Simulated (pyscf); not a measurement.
Single points on ωB97X-D3(BJ)/def2-SVP structures (PySCF, gas phase).

Q: `[O]=[AsH]` + `[AsH3]` → `[O]=[As][AsH2]` + `[H][H]`
Surface: singlet. Broken: As–H, As–H. Formed: As–As, H–H. Give ΔE‡ and ΔE from ωB97M-D3(BJ)/def2-TZVP, relative to the separated reactants.

A: ΔE‡ = 95.6 kJ/mol, ΔE = -28.2 kJ/mol. Zero-point energy shifts the barrier by +1.3 kJ/mol. It is a four-centre exchange, with an imaginary mode of 1382i cm⁻¹. At the saddle there is also a short As–H contact that neither side keeps. O=AsH lies 31.2 kJ/mol over its isomer HO–As: [triplet] (electronic energy, ωB97M-D3(BJ)/def2-TZVP). O=As–AsH₂ lies 78.1 kJ/mol over its isomer HO–As=AsH (electronic energy, ωB97M-D3(BJ)/def2-TZVP). One saddle was located; it need not be the lowest between these sides. Elements up to Kr have no core potential and no relativistic terms here.
